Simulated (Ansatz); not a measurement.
Results of r²SCAN0 (Ansatz, a quantum-chemistry and plane-wave program, plane waves, PAW) for antiferromagnetic bcc Cr.

Run with plane-wave cutoff 520 eV, 10×10×10 k mesh, Fermi–Dirac smearing 0.05 eV, spin-polarised with opposed moments, scalar-relativistic PAW data made under PBE.

Cell (relaxed at this level):

```xyz
2
Lattice="3.0740 0.0000 0.0000 0.0000 3.0740 0.0000 0.0000 0.0000 3.0740" Properties=species:S:1:pos:R:3 pbc="T T T"
Cr     0.0000     0.0000     0.0000
Cr     1.5370     1.5370     1.5370
```
Starting moments (μB, in the order of the record's atoms Cr Cr): 1.5 -1.5.

Q: Give the computed bulk modulus, magnetic moment (largest site, within a sphere) and pressure derivative B′ of the bulk modulus.

A: 
bulk modulus: 97.8 GPa
magnetic moment (largest site, within a sphere): 3.35 μB
pressure derivative B′ of the bulk modulus: 4.9

Measured, for comparison: bulk modulus 194 GPa (corrected for temperature and zero-point phonon effects, our sources range from 174 to 205; as tabulated in Levämäki et al. (2014), arXiv:1402.3671). Computed (rounded) less measured: bulk modulus not scored (sources differ).

Note: the cell is over a tenth larger than the published one: the level's own overestimate first of all, though another phase or state, or a fault of the published cell, is possible; the commensurate order stands in for chromium's spin-density wave, and the size of the moments varies much between levels; the collinear magnetic order is the start's and need not be the measured one.

Moments are spin moments.

Computed values are for the static lattice.

Computing time: about 50 core-minutes (a rough figure).
